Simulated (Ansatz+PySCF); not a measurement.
The numbers below are computed, except where a source is named.
Input for Ansatz (development build ahead of 0.2.0):

```yaml
crystal:
  periodic: [false, false, false]
  atoms:
    - { symbol: C, position_ang: [-0.0331, -0.01971, 0.03187] }
    - { symbol: H, position_ang: [1.07907, 0.00229, -0.04866] }
    - { symbol: H, position_ang: [-0.54456, 0.99422, 0.00205] }
    - { symbol: H, position_ang: [-0.5378, -0.92063, 0.04344] }
basis:
  gaussian: { orbitals: "6-31G" }
magnetization:
  spin_polarized: true
  initial_magnetization: 1
hamiltonian:
  xc: pbe0
output:
  forces: true
```

The input is written out in the form of the current development build from the run's settings.

The run gave:

```json
{"Converged": "yes", "Total energy": "-39.76853 hartree", "Spin squared of the determinant": "0.754", "Stability test": "minimum"}
```

Forces (eV/Å):
```csv
atom,Fx,Fy,Fz
C1,1.695,3.523,-0.236
H2,-1.039,-0.147,0.108
H3,0.513,-1.650,0.080
H4,-1.170,-1.727,0.048
```
